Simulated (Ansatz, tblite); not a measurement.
# SiCl2: a ladder of methods and basis sets

How do method and basis change the picture of SiCl2 (singlet)?

The runs use Ansatz 0.2.0, Gaussian basis; as each input shows.

The runs, in order: GFN1-xTB, GFN2-xTB, PBE-D4/def2-TZVP, r2SCAN-D4/def2-TZVP, revPBE-D4/def2-TZVP, ωB97X-V/def2-TZVP, B97M-V/def2-TZVP, BLYP-D4/def2-TZVP, LDA/def2-TZVP, B2PLYP/def2-TZVP, r2SCAN0-D4/def2-TZVP, PBE-D4/def2-SVP, PBE0-D4/def2-SVP, HF/STO-3G, CCSD(T)/def2-TZVPP, MP2/def2-TZVP, RPA/def2-TZVP.

## 1. The relaxed structure

The geometry is that of the singlet, from an earlier relaxation (r2SCAN-D4/def2-TZVP).

3 atoms, charge 0, spin multiplicity 1.

Bond lengths: Si1–Cl2 2.083 Å, Si1–Cl3 2.083 Å. Angles: Cl2–Si1–Cl3 101.5°.

PBE0-D4/def2-TZVP was run before; its log isn't repeated, and its numbers join the tables.

## 2. GFN1-xTB

Tight binding, by tblite at 300 K electronic temperature and without a spin-polarisation term:

```python
tblite.interface.Calculator('GFN1-xTB', numbers, positions, charge=0, uhf=0).singlepoint()
```

Energy -283.9383 eV, HOMO -10.41 eV, LUMO -6.96 eV; 0.003 s.

## 3. GFN2-xTB

Tight binding, by tblite at 300 K electronic temperature and without a spin-polarisation term:

```python
tblite.interface.Calculator('GFN2-xTB', numbers, positions, charge=0, uhf=0).singlepoint()
```

Energy -295.9319 eV, HOMO -10.45 eV, LUMO -7.73 eV; 0.003 s.

## 4. PBE-D4/def2-TZVP

start.molden holds the orbitals of an earlier run on this state, given as this run's starting guess.

The input, in.yaml:

```yaml
crystal:
  periodic: [false, false, false]
  atoms:
    - {symbol: Si, position_ang: [0.005134, -0.007027, -0.879118]}
    - {symbol: Cl, position_ang: [1.610146, -0.019305, 0.449164]}
    - {symbol: Cl, position_ang: [-1.615280, 0.026332, 0.429963]}
basis:
  gaussian: {orbitals: def2-TZVP, initial_orbitals: start.molden}
hamiltonian: {xc: pbe, dispersion: d4}
scf: {omitted_lower_state_checks: [starts]}
output: {orbitals: {seedname: orbitals}}
```

Run with:

```bash
ansatz run in.yaml --threads 4 --pin off --events-out ev --progress --plain --max-ram 3916MiB
```

After this run come: r2SCAN-D4/def2-TZVP; revPBE-D4/def2-TZVP; ωB97X-V/def2-TZVP; B97M-V/def2-TZVP; BLYP-D4/def2-TZVP; LDA/def2-TZVP; B2PLYP/def2-TZVP; r2SCAN0-D4/def2-TZVP; PBE-D4/def2-SVP; PBE0-D4/def2-SVP; HF/STO-3G; CCSD(T)/def2-TZVPP; MP2/def2-TZVP; RPA/def2-TZVP.

Before running them: what should the planned runs give, taken together? Wanted: gap in def2-TZVP, named functionals, smallest and largest; correlation energy, CCSD(T)/def2-TZVPP; correlation energy, MP2/def2-TZVP; binding an atom, CCSD(T)/def2-TZVPP; PBE0 total energy, smallest basis above largest.

As calculated:

```
                                                 quantity                             value
gap in def2-TZVP, named functionals, smallest and largest  2.95 eV (LDA), 9.19 eV (ωB97X-V)
                   correlation energy, CCSD(T)/def2-TZVPP                         -14.59 eV
                        correlation energy, MP2/def2-TZVP                         -12.64 eV
                      binding an atom, CCSD(T)/def2-TZVPP                          2.853 eV
          PBE0 total energy, smallest basis above largest    11.48 eV (def2-SVP, def2-TZVP)
```

In words: Over the named functionals in def2-TZVP the gap runs from 2.95 eV (LDA) to 9.19 eV (ωB97X-V); exact exchange widens it. A small miss in a minimal or small basis is a cancelling of errors, not accuracy. The functionals in def2-TZVP miss CCSD(T)/def2-TZVPP by +0.065 (B2PLYP) to +0.640 eV (LDA) an atom. CCSD(T)/def2-TZVPP isn't at the basis-set limit; small misses against it rank nothing.
